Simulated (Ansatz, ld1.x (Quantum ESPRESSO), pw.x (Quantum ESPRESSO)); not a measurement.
# From atom to crystal: ultrasoft potential for Nb (Z = 41)

Nb, ultrasoft, made with ld1.x (Quantum ESPRESSO) 7.5 (PBEsol, scalar-relativistic). Core [Ar] 3d10, reference 4s2 4p6 4d3.5 5s0 5p0 (charge +1.5). Waves: 4s (bound): rcut 1.90, rcutus 2.15 bohr; 5s (bound, empty): rcut 1.90, rcutus 2.15 bohr; 4p (bound): rcut 1.70, rcutus 1.90 bohr; 5p (bound, empty): rcut 1.70, rcutus 1.90 bohr; 4d (bound): rcut 2.45, rcutus 2.85 bohr; 4d channel at -0.55 Ry: rcut 2.45, rcutus 2.85 bohr. Local part: all-electron potential smoothed inside 1.70 bohr (lloc = -2). Core correction: Bessel-smoothed model core inside 1.55 bohr. Augmentation charge: PSQ, inside the norm-conserving radii.

Crystal test: bcc Nb in pw.x 7.5, no spin, 14³ k-points, Fermi–Dirac smearing 0.01 Ry, cutoffs 50/400 Ry. The reference is all-electron LAPW (Ansatz 0.2.0) with the same functional, mesh and smearing; V0 and B0 come from Birch–Murnaghan fits to the pressures at five volumes. Errors are pseudo minus all-electron; Δ is the rms difference of the E(V) curves that follow from these fits, minima aligned, over ±6 % about the mean V0. Mesh and smearing are coarse, so the numbers serve the comparison and aren't converged zero-temperature values; the lattice is a test structure that the element need not adopt.

All-electron: a0 = 3.275 Å (V0 = 17.57 Å³/atom), B0 = 179.2 GPa.

**Question.** How far does the potential miss the all-electron equation of state?

**Answer.** mean pressure error (GPa): +9.93. The pressure does not cross zero within the volumes sampled, so no fit is given. The largest radius (2.85 bohr) exceeds half the bond length (2.68 bohr), so the spheres overlap, which is one possible source of error among others. This is a poor potential for the solid. Atomic configuration tests: 1 of 7 tests not solved or not reliable.

| V (Å³/atom) | P all-electron (GPa) | P pseudo (GPa) |
| --- | --- | --- |
| 16.688 | 10.05 | 20.64 |
| 17.127 | 4.74 | 15.01 |
| 17.566 | -0.00 | 9.94 |
| 18.005 | -4.24 | 5.37 |
| 18.444 | -8.02 | 1.23 |

**Question.** At the middle volume, how do free energy and pressure move when the wave cutoff is lowered (ecutrho held at 400 Ry)?

**Answer.**

```tsv
cutoff (Ry)	shift of F (meV/atom)	shift of P (GPa)
22	+326.8	-10.83
30	+45.9	-1.71
40	+2.7	-0.12
```

The run at the middle volume (104 k-points, 19 iterations) took about 47 s on one core of a shared host (Neoverse-N1, 64 threads, 498 GiB, load 40).
